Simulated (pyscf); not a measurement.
Single points on ωB97X-D3(BJ)/def2-SVP structures (PySCF, gas phase).

**Question.** Estimate the classical barrier height and the reaction energy of HO–Si(OH)(OH)–OH + H• → H₂O + HO–Si•(OH)–OH at ωB97M-D3(BJ)/def2-TZVP. The step runs on the doublet surface, breaks O–Si and forms H–O; take the separated reactants as zero.

**Answer.** ΔE‡ = 34.5 kcal/mol, ΔE = +19.7 kcal/mol. Zero-point energy shifts the barrier by -0.2 kcal/mol. It is a substitution at O, with an imaginary mode of 1699i cm⁻¹. On the product side the descent ends in a complex (not fully relaxed), 4.4 kcal/mol under the separated species and 23.0 kcal/mol under the saddle at ωB97X-D3(BJ)/def2-TZVP. At ωB97X-D3(BJ)/def2-TZVP the barrier from the zero used here is 38.1 kcal/mol. The same reactants have a lower exit, to •O–Si(OH)(OH)–OH + H₂ (barrier +22.9 kcal/mol at ωB97M-D3(BJ)/def2-TZVP, against +34.5 kcal/mol here). One saddle was located; it need not be the lowest between these sides. The angle at the attacked O is 136°.
